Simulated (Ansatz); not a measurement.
Input file:

```yaml
crystal:
  periodic: [false, false, false]
  atoms:
    - {symbol: Al, position_ang: [0.000000, 0.000000, 0.000000]}
    - {symbol: Li, position_ang: [0.000000, 0.000000, 9.141000]}
basis:
  gaussian: {orbitals: "6-31G*", point_charges: [{charge: -1.00, position_ang: [4.184, 0.143, -0.918]}]}
magnetization: {spin_polarized: true, initial_magnetization: 2}
correlation: {method: ccsd, electrons: valence}
```

```sh
$ ansatz run in.yaml --threads 1 --pin off --events-out ev --progress --plain --max-ram 2393MiB
```

The program prints:

```
306 factors; integrals over basis functions are off by at most 1.4e-4 eV
mean field evaluation 1: about -6783.5273 eV, gradient 3.0e0 eV
mean field evaluation 2: about -6783.5274 eV, gradient 3.0e0 eV
mean field evaluation 4: about -6783.7397 eV, gradient 1.5e-1 eV
mean field evaluation 8: about -6783.7403 eV, gradient 1.5e-4 eV
mean field evaluation 16: about -6783.7403 eV, gradient 3.0e-9 eV
mean field evaluation 32: about -6783.7403 eV, gradient 1.2e-2 eV
mean field evaluation 64: about -6783.7400 eV, gradient 1.2e-2 eV
mean field evaluation 96: about -6783.7373 eV, gradient 3.0e-2 eV
mean field evaluation 128: about -6783.7402 eV, gradient 1.6e-2 eV
mean field evaluation 160: about -6781.7721 eV, gradient 8.3e-1 eV
mean field evaluation 192: about -6781.8040 eV, gradient 1.6e-1 eV
mean field evaluation 224: about -6781.7536 eV, gradient 1.8e-2 eV
mean field evaluation 256: about -6781.4222 eV, gradient 3.2e-3 eV
mean field evaluation 288: about -6781.4000 eV, gradient 3.6e-1 eV
mean field evaluation 320: about -6781.0720 eV, gradient 2.3e-3 eV
mean field evaluation 352: about -6780.7849 eV, gradient 1.0e-2 eV
mean field evaluation 384: about -6783.6984 eV, gradient 1.3e0 eV
mean field evaluation 416: about -6781.8060 eV, gradient 7.5e-2 eV
mean field evaluation 448: about -6781.8045 eV, gradient 1.3e-3 eV
mean field evaluation 480: about -6781.7678 eV, gradient 1.5e-1 eV
mean field evaluation 512: about -6781.7446 eV, gradient 2.4e-3 eV
mean field evaluation 544: about -6781.4157 eV, gradient 2.7e-1 eV
mean field evaluation 576: about -6781.4449 eV, gradient 4.7e-2 eV
mean field -6783.74026656 eV, -249.2978566119 hartree, gradient 2.6e-9 eV, S^2 2.009316; 29 other end points of the search recorded, 0 dependent functions left out
determinant -6783.74026656 eV, -249.2978566119 hartree, with singles and doubles -6784.92642384 eV, -249.3414470878 hartree
determinant -6783.73728317 eV, -249.2977469743 hartree, with singles and doubles -6784.92352237 eV, -249.3413404608 hartree
determinant -6783.35682466 eV, -249.2837653818 hartree, with singles and doubles -6784.56396296 eV, -249.3281268962 hartree
determinant -6781.80634766 eV, -249.2267864031 hartree, with singles and doubles -6782.99527364 eV, -249.2704786268 hartree
determinant -6781.80448075 eV, -249.2267177954 hartree, with singles and doubles -6782.99422652 eV, -249.2704401462 hartree
determinant -6781.80116184 eV, -249.2265958275 hartree, with singles and doubles -6782.99089677 eV, -249.2703177799 hartree
determinant -6781.80100011 eV, -249.2265898843 hartree, with singles and doubles -6782.99021399 eV, -249.2702926882 hartree
determinant -6781.75344786 eV, -249.2248423712 hartree, with singles and doubles -6782.94392181 eV, -249.2685914820 hartree
determinant -6781.74460900 eV, -249.2245175492 hartree, with singles and doubles -6782.93586252 eV, -249.2682953085 hartree
determinant -6781.44878171 eV, -249.2136460966 hartree, with singles and doubles -6781.69209053 eV, -249.2225875309 hartree
determinant -6781.42217509 eV, -249.2126683216 hartree, with singles and doubles -6782.63196550 eV, -249.2571272989 hartree
determinant -6781.41871506 eV, -249.2125411679 hartree, with singles and doubles -6782.63002522 eV, -249.2570559952 hartree
determinant -6781.37315446 eV, -249.2108668465 hartree, with singles and doubles -6782.58371190 eV, -249.2553540120 hartree
determinant -6781.07433298 eV, -249.1998853596 hartree, with singles and doubles -6781.31952524 eV, -249.2088960092 hartree
determinant -6781.07195880 eV, -249.1997981102 hartree, with singles and doubles -6781.31716673 eV, -249.2088093356 hartree
determinant -6780.78489975 eV, -249.1892488846 hartree, with no singles and doubles
determinant -6780.73288984 eV, -249.1873375559 hartree, with no singles and doubles
determinant -6780.71857230 eV, -249.1868113958 hartree, with no singles and doubles
determinant -6783.74026656 eV, -249.2978566119 hartree, with singles and doubles -6784.92697167 eV, -249.3414672203 hartree
determinant -6783.73728317 eV, -249.2977469743 hartree, with singles and doubles -6784.92406616 eV, -249.3413604446 hartree
determinant -6783.35682466 eV, -249.2837653818 hartree, with singles and doubles -6784.56444477 eV, -249.3281446023 hartree
5 core orbitals not correlated: weight in the atoms' cores, before any rotation towards them, 1.000 or more for the frozen orbitals, at most 0.000 for the correlated occupied ones
reference -6783.74026656 eV, -249.2978566119 hartree; 4, 2 occupied and 25, 27 virtual orbitals, 306 factors
second order -0.79617669 eV of doubles, -0.00000000 eV of singles
cycle   1  -1.18670667 eV  change   -1.6e-6 eV  update   2.2e-6
Total energy: -6784.92697324 eV, -249.3414672777 hartree
```

Ran on 1 thread of Arm Neoverse V2, shared host: 2.5 s wall, 0.19 GiB peak host memory.
